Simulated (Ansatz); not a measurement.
## Strength of the C–H bond: C2H2 → C2H + H

Species: C2H2 (acetylene) `C#C`, singlet; C2H `[C]#C`, doublet; H atom, doublet. 

Shapes, held fixed at every level: PBE0-D4/def2-TZVP. Programs: Ansatz 0.2.0. The zero-point and thermal change to 298 K, harmonic and unscaled (PBE0-D4/def2-TZVP), is -25.6 kJ/mol.

| level | kind | ΔH(298 K) (kJ/mol) | CPU time (sum over the molecules) |
| --- | --- | --- | --- |
| SPW92/def2-TZVPP | LDA | +604.5 | 1.9 s |
| PBE-D4/def2-TZVPP | GGA | +552.0 | 5.1 s |
| B3LYP-D4/def2-TZVPP | global hybrid | +563.1 | 3.6 s |
| PBE0-D4/def2-TZVPP | global hybrid | +551.0 | 2.3 s |
| r2SCAN0-D4/def2-TZVPP | global hybrid | +543.1 | 4.5 s |
| wB97X-V/def2-TZVPP | range-separated hybrid | +567.1 | 11 s |
| B2PLYP/def2-TZVPP | double hybrid | +562.0 | 3.9 s |

B2PLYP/def2-TZVPP gives ΔH(298 K) = +562.0 kJ/mol; the levels span +543.1 to +604.5. The median of the levels is +562.0. No measured value is set beside it here. Spin contamination: C2H (⟨S²⟩ up to 1.11). Open shells run unrestricted unless RO is named. Times are processor times on shared x86 and Arm servers, and rough.
